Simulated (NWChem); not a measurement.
System: SiH2 cation, doublet

The following NWChem deck was run.

```
start job
memory heap 200 mb stack 900 mb global 1100 mb
charge 1
geometry units angstroms noautoz
  Si     0.000000     0.000000     0.183143
  H      1.287753     0.000000    -0.572673
  H     -1.287753     0.000000    -0.572673
end
basis spherical
  Si library 6-31g*
  H library 6-31g*
end
dft
  odft
  mult 2
  xc r2scan0
  iterations 150
  mulliken
end
task dft energy
```

In the optimisation the excess spin sits in a1 (C2v, its own frame). Coordinates come from a B3LYP/6-31G* (spherical d), spin-unrestricted optimisation. No stability test was run on the SCF state.

Q: Give the results of this calculation. (r2SCAN0/6-31G* (spherical d), spin-unrestricted.) Quantities: energy (Ha); highest occupied level (eV); lowest empty minus highest occupied level, either spin (eV); <S²>.

A: The energy (Ha) is -290.22 and the highest occupied level (eV) is -15.22. The lowest empty minus highest occupied level, either spin (eV) is 4.70 and the <S²> comes out as 0.752.
